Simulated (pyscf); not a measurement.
Thermochemistry of product channels of HO–Sn:–OH [singlet] + H• on the doublet surface, in kJ/mol, from ωB97M-D3(BJ)/def2-TZVP energies (ideal gas, 1 atm, RRHO with modes under 100 cm⁻¹ raised to 100, one conformer, R ln 2 for rigid chiral ones). Structures and frequencies: ωB97X-D3(BJ)/def2-SVP in PySCF.

```
products             ΔE  ΔH(298 K)  ΔG(600 K)  ΔG(1200 K)
---------------  ------  ---------  ---------  ----------
[O=Sn–OH]• + H₂   +57.2      +55.4      +42.9       +33.5
HO–SnH•–OH       -103.7      -91.2      -39.5       +14.7
```

The channel to HO–SnH•–OH turns unfavourable between 298 and 1200 K (ΔG from -66.0 kJ/mol to +14.7 kJ/mol).

These are energies of the channels, which say nothing of barriers. Elements past Kr carry the def2 core potentials, without spin-orbit coupling.
